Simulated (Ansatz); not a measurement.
We consider litharge SnO, described by r²SCANh in Ansatz (plane waves, PAW).

Numerical settings: plane-wave cutoff 520 eV, 8×8×6 k mesh (along the axes of the cell as run), Fermi–Dirac smearing 0.01 eV, scalar-relativistic PAW data made under PBE.

Cell (relaxed at this level):

Space group P4/nmm, origin choice 1 (No. 129); a = 3.7924 Å, b = 3.7924 Å, c = 4.9553 Å, α = 90.00°, β = 90.00°, γ = 90.00°

| atom | site | symmetry | x | y | z |
|---|---|---|---|---|---|
| Sn | 2c | 4mm | 0.0000 | 0.5000 | 0.2308 |
| O | 2a | -4m2 | 0.0000 | 0.0000 | 0.0000 |

Estimate the band gap and smallest direct gap on the k points sampled that the calculation returns.


band gap: 0.77 eV
smallest direct gap on the k points sampled: 2.88 eV

Note: the cell comes from a level without a dispersion term, which matters for the spacing of layers, chains or molecules.

Spin–orbit coupling is not included.

The computed numbers hold no vibrational or temperature effects.

It cost very roughly 50 core-minutes of CPU time.

Ansatz is a quantum-chemistry and plane-wave program.
